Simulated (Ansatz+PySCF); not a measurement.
# singlet C₂H₃N: levels of theory in one basis

```yaml
atoms:
  - { symbol: C, position_ang: [-0.0054, -0.0155, -1.2220] }
  - { symbol: C, position_ang: [0.0196, 0.0424, 0.2962] }
  - { symbol: N, position_ang: [0.0197, -0.0454, 1.4422] }
  - { symbol: H, position_ang: [-0.0057, -1.0570, -1.5982] }
  - { symbol: H, position_ang: [-0.8824, 0.4746, -1.5293] }
  - { symbol: H, position_ang: [0.8824, 0.4850, -1.5936] }
```

Basis set: def2-SVP (spherical functions). Left uncorrelated: 3 orbitals. Charge 0, multiplicity 1.

Computed with Ansatz (development build ahead of 0.2.0); each method stands on the lowest determinant of its kind that the runs found. NEVPT2 correlates all electrons. Active spaces start from the frontier orbitals, and the lowest solution found is given.

```tsv
method	E − E(RHF) (eV)	<S²> of the determinant
RHF	0.00	0.00
RHF-MP2	-11.48	–
RHF-CCSD	-12.08	–
RHF-CCSD(T)	-12.52	–
SC-NEVPT2(4,4)	-11.48	–
```

Problem. What does CASSCF(4,4) give on the same scale?

Solution. -2.17 eV.

Problem. Is a single determinant a sound starting point here?

Solution. By this sign, yes. Unrestricted orbitals gain 0.00 eV and <S²> is 0.00 against 0.00 for a pure state. The CASSCF(4,4) natural occupations are 1.94, 1.94, 0.06, 0.06.
